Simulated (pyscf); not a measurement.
**Elimination: H₃C–CH₂–O–Si(OH)(OH)–OH (SMILES CCO[Si](O)(O)O) -> HO–Si(OH)(OH)–OH (SMILES O[Si](O)(O)O) + H₂C=CH₂ (SMILES C=C)**

Gas phase, singlet surface, charge 0. Bonds broken: O2–C3, C4–H10. Bonds formed: O2–H10. Optimised with ωB97X-D3(BJ)/def2-SVP in PySCF.

Transition state (Å):

```xyz
15

Si     0.9169     0.7196    -0.3910
O     -0.3395    -0.3008    -0.1676
C     -2.2035     0.4537    -0.1275
C     -2.3823     0.0861     1.2168
O      1.7187     0.8413     1.0538
O      0.4105     2.2475    -0.8360
O      1.9086     0.2559    -1.6449
H     -2.5545    -0.1857    -0.9415
H     -1.8835     1.4612    -0.4110
H     -1.1468    -0.3130     0.9109
H     -2.9942    -0.7913     1.4478
H     -2.3149     0.8633     1.9846
H      2.4230     1.4969     1.0753
H      0.5772     2.4512    -1.7622
H      2.0162    -0.6961    -1.7383
```

One imaginary mode, 1908i cm⁻¹; descent along it reached the two sides named, in the forms told below.

```json
[
 {"bond": "O2–C3", "change": "breaks", "reactant side (Å)": "1.423", "saddle": "2.011", "product side": "3.3"},
 {"bond": "C4–H10", "change": "breaks", "reactant side (Å)": "1.102", "saddle": "1.334", "product side": "2.461"},
 {"bond": "O2–H10", "change": "forms", "reactant side (Å)": "2.7", "saddle": "1.347", "product side": "0.967"}
]
```

Electronic energies relative to the reactant's lowest minimum found (kJ/mol):

```json
[
 {"level": "ωB97X-D3(BJ)/def2-TZVP", "barrier": "297.4", "reaction energy": "+83.9", "reverse barrier": "213.5"},
 {"level": "PBE/def2-TZVP", "barrier": "249.2", "reaction energy": "+66.7", "reverse barrier": "182.5"},
 {"level": "r²SCAN/def2-TZVP", "barrier": "268.6", "reaction energy": "+74.8", "reverse barrier": "193.7"},
 {"level": "B3LYP-D3(BJ)/def2-TZVP", "barrier": "274.3", "reaction energy": "+68.0", "reverse barrier": "206.3"},
 {"level": "PBE0-D3(BJ)/def2-TZVP", "barrier": "283.2", "reaction energy": "+85.1", "reverse barrier": "198.0"},
 {"level": "M06-2X/def2-TZVP", "barrier": "298.6", "reaction energy": "+76.5", "reverse barrier": "222.1"},
 {"level": "ωB97M-D3(BJ)/def2-TZVP", "barrier": "284.3", "reaction energy": "+69.9", "reverse barrier": "214.4"},
 {"level": "HF/def2-TZVP", "barrier": "351.2", "reaction energy": "+50.1", "reverse barrier": "301.1"}
]
```

With ωB97M-D3(BJ)/def2-TZVP energies and thermal terms (ideal gas, 1 atm, RRHO with modes under 100 cm⁻¹ raised to 100, one conformer, R ln 2 for rigid chiral ones), in kJ/mol:

```json
[
 {"T (K)": "298", "ΔH‡": "262.7", "ΔG‡": "262.0", "ΔH": "+56.4", "ΔG": "+10.0"},
 {"T (K)": "600", "ΔH‡": "264.1", "ΔG‡": "260.8", "ΔH": "+56.5", "ΔG": "-37.2"},
 {"T (K)": "900", "ΔH‡": "264.8", "ΔG‡": "258.9", "ΔH": "+54.2", "ΔG": "-83.6"},
 {"T (K)": "1200", "ΔH‡": "264.6", "ΔG‡": "256.9", "ΔH": "+50.4", "ΔG": "-129.0"}
]
```

On the product side the descent ends in a complex, 20.8 kJ/mol under the separated species and 234.2 kJ/mol under the saddle at ωB97X-D3(BJ)/def2-TZVP. This is the saddle that the search found; another between the same sides may lie lower.
